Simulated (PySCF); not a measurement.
Compound: PF2PH2, F2H2P2.
Geometry (PBE0-D3(BJ)/def2-SVP, Å), atoms numbered from 1 in this order:
```
atom  x, y, z in Å
F1    -1.3497   -1.0939   -1.0236
P2    -0.8966    0.3515   -0.4659
F3    -1.7787    0.3880    0.8853
P4     0.9958   -0.3516    0.5014
H5     1.3726    0.9945    0.8121
H6     1.6813   -0.3181   -0.7550
```

Jobs on this species (6 atoms, 50 electrons) with PySCF (density fitting). Hardware of each: one thread, Arm Neoverse V1 (aarch64), on a shared host. Other jobs ran on the host; a repeat could differ by tens of per cent or more. Peak memory is the resident size of the whole Python process, interpreter and libraries included.

**Question.** Rank these jobs by wall time, shortest first.
A. B3LYP/cc-pVTZ; spin–spin couplings from 6 perturbed nuclei; 156 basis functions
B. B3LYP/6-31G*; spin–spin couplings from 6 perturbed nuclei; 68 basis functions
C. B3LYP/aug-cc-pVTZ-J; spin–spin couplings from 6 perturbed nuclei; 268 basis functions

**Answer.** B (4.8 s), A (14 s), C (31 s).

All jobs:

```csv
level and settings,work,basis functions,SCF cycles,wall time,peak memory
B3LYP/6-31G*,spin–spin couplings from 6 perturbed nuclei,68,11,4.8 s,0.50 GiB
"PBE0-D3(BJ)/def2-SVP, grid level 1",geometry optimisation from a GFN2-xTB start shaken at random,74,50,12 s,0.37 GiB
B3LYP/def2-TZVP,spin–spin couplings from 6 perturbed nuclei,148,13,13 s,0.66 GiB
B3LYP/cc-pVTZ,spin–spin couplings from 6 perturbed nuclei,156,13,14 s,0.69 GiB
B3LYP/aug-cc-pVTZ-J,spin–spin couplings from 6 perturbed nuclei,268,14,31 s,0.92 GiB
```

**Question.** What do all jobs in the table cost together?

**Answer.** About 75 s; the longest takes about 41 % of that, and about 6.5 times as long as the shortest.
